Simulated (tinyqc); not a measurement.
Worked calculation: UHF in the sto-3g basis, for H2O+, spin multiplicity 2. One step of it, computed by the program tinyqc.

Question. Orthogonalisation. S = U s U^T; symmetric (Loewdin) form X = U s^(-1/2) U^T, so that X^T S X = 1.

overlap S, order 1O 1s, 1O 2s, 1O 2px, 1O 2py, 1O 2pz, 2H 1s, 3H 1s:
$$\begin{pmatrix}
1.000000 & 0.236704 & 0.000000 & 0.000000 & 0.000000 & 0.027130 & 0.024045 \\
0.236704 & 1.000000 & 0.000000 & 0.000000 & 0.000000 & 0.306243 & 0.280937 \\
0.000000 & 0.000000 & 1.000000 & 0.000000 & 0.000000 & 0.000000 & 0.000000 \\
0.000000 & 0.000000 & 0.000000 & 1.000000 & 0.000000 & 0.233761 & -0.217802 \\
0.000000 & 0.000000 & 0.000000 & 0.000000 & 1.000000 & 0.161765 & 0.150770 \\
0.027130 & 0.306243 & 0.000000 & 0.233761 & 0.161765 & 1.000000 & 0.101761 \\
0.024045 & 0.280937 & 0.000000 & -0.217802 & 0.150770 & 0.101761 & 1.000000
\end{pmatrix}$$

Give: eigenvalues of S; X.

Answer.

eigenvalues of S: [0.5333, 0.6281, 0.8940, 1.0000, 1.0965, 1.2718, 1.5764]

X, order 1O 1s, 1O 2s, 1O 2px, 1O 2py, 1O 2pz, 2H 1s, 3H 1s:
$$\begin{pmatrix}
1.0230 & -0.1312 & 0.0000 & -0.0005 & -0.0044 & 0.0160 & 0.0147 \\
-0.1312 & 1.0961 & 0.0000 & 0.0052 & 0.0385 & -0.1697 & -0.1515 \\
0.0000 & 0.0000 & 1.0000 & 0.0000 & 0.0000 & 0.0000 & 0.0000 \\
-0.0005 & 0.0052 & 0.0000 & 1.0457 & 0.0025 & -0.1374 & 0.1265 \\
-0.0044 & 0.0385 & 0.0000 & 0.0025 & 1.0200 & -0.0878 & -0.0797 \\
0.0160 & -0.1697 & 0.0000 & -0.1374 & -0.0878 & 1.0774 & -0.0342 \\
0.0147 & -0.1515 & 0.0000 & 0.1265 & -0.0797 & -0.0342 & 1.0649
\end{pmatrix}$$
